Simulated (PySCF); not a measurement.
# Unknown compound

An unknown has the formula C₁₀H₉N. Its calculated NMR data are:

$^{1}$H NMR (400 MHz, computed): δ 7.73 (m, 2H), 7.65 (m, 2H), 7.43 (m, 1H), 7.35 (m, 2H), 6.64 (m, 2H).

$^{13}$C{$^{1}$H} NMR (computed): δ 154.2 (C), 140.9 (CH, 2C), 133.2 (CH), 130.3 (CH, 2C), 129.6 (CH, 2C), 118.6 (CH, 2C).

- HF/pcSseg-2 with gauge-including orbitals
- structure optimised with PBE0-D3(BJ)/def2-SVP
- spin–spin couplings from B3LYP/pcJ-1 (without the spin–dipole term)
- program: PySCF 2.14
- no solvent model, equivalent nuclei averaged, one computed conformer, no relativistic terms

References, each an isolated molecule treated in the same way: $^{1}$H (31.68 ppm) and $^{13}$C (191.47 ppm) against TMS.

Q: Propose a structure and justify it.

A: 
Rings plus π bonds: 7 (2 rings in the answer). 6 carbon signals for 10 carbons: some carbons are equivalent by symmetry or fast rotation. Carbon types of the structure: 1 × C, 9 × CH, which accounts for all hydrogens. δC 154.2: aromatic carbon bearing nitrogen; the electronegative substituent deshields the carbon that carries it. δC 140.9, 133.2, 129.6, 118.6: aromatic CH. δC 130.3: aromatic CH next to a ring nitrogen. δH 7.73, 7.65, 7.43, 6.64: hydrogen on an aromatic CH; ring-current deshielding. δH 7.35: hydrogen on an aromatic CH next to a ring nitrogen; aromatic region.

These data were computed for N-Phenylpyrrole (C1=CN(C2=CC=CC=C2)C=C1).

The shifts were computed for this structure.

Splittings below 1 Hz are ignored in the labels, and close J values are merged. Couplings among chemically equivalent protons are left out too, so labels in AA′BB′ or AA′XX′ sets are apparent multiplicities. Unscaled 3J(H,H) at this level run about 10 % above measured values. Shifts are as computed, not scaled to solution data. Of 1328 compounds with measured shifts, 309 miss one by over three times the rms of a fit or turn the order of signals round; such compounds aren't used in these exercises. Signals without a measured value on file couldn't be tested in this way.
